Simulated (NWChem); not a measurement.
Molecule: Na2; SMILES [Na][Na]

Computed with NWChem. Each level has its own optimisation; frequencies are unscaled.

For level PBE0/def2-SVP:

```yaml
r Na–Na (Å): 3.125
```

Q: Estimate the same quantities for level Hartree-Fock/3-21G.

A: The r Na–Na (Å) is 3.229.
